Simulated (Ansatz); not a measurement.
# HS− (SMILES [SH-]): functionals against CCSD(T) at one geometry

The task here is to estimate one member of a computed series from the others.

The runs use Ansatz 0.2.0, Gaussian basis; single points in def2-TZVPPD.

Cores are frozen in the correlated methods.

**Starting geometry**

SMILES `[SH-]`, 2 atoms, charge -1, spin multiplicity 1.

Atoms are counted from 1 here; the program's logs count them from 0.

Bond lengths: S1–H2 1.502 Å.

Coordinates:

```xyz
2
charge -1, multiplicity 1
S     0.60760   -0.18910    0.30670
H    -0.66470    0.23550   -0.36880
```

Set-up of the first run:

run/in.yaml reads:

```yaml
crystal:
  periodic: [false, false, false]
  atoms:
    - {symbol: S, position_ang: [0.607600, -0.189100, 0.306700]}
    - {symbol: H, position_ang: [-0.664700, 0.235500, -0.368800]}
basis:
  gaussian: {orbitals: "def2-TZVPPD.json"}
total_charge: -1
correlation: {method: ccsd_t}
output: {forces: true}
```

The basis file named in the input lies beside it (Basis Set Exchange, JSON).

No record of the launch command was kept for these runs.

Among the steps run: CCSD(T)/def2-TZVPPD; PBE0-D4/def2-TZVPPD; wB97M-V/def2-TZVPPD; r2SCAN-D4/def2-TZVPPD; PBE-D4/def2-TZVPPD; SPW92/def2-TZVPPD; LC-wPBE/def2-TZVPPD.

One of the session's tables, all rows but one given; the rest of the session is left out.

```
   method  RMS force component (eV/Å)
  CCSD(T)                       1.509
  PBE0-D4                       1.559
  wB97M-V                           ?
r2SCAN-D4                       1.534
   PBE-D4                       1.383
    SPW92                       1.401
  LC-wPBE                       1.699
```

Q: Estimate the row for wB97M-V from the others.

As computed: RMS force component (eV/Å): 1.570. In the column «RMS force component (eV/Å)» it lies between PBE0-D4 (1.559) and LC-wPBE (1.699).
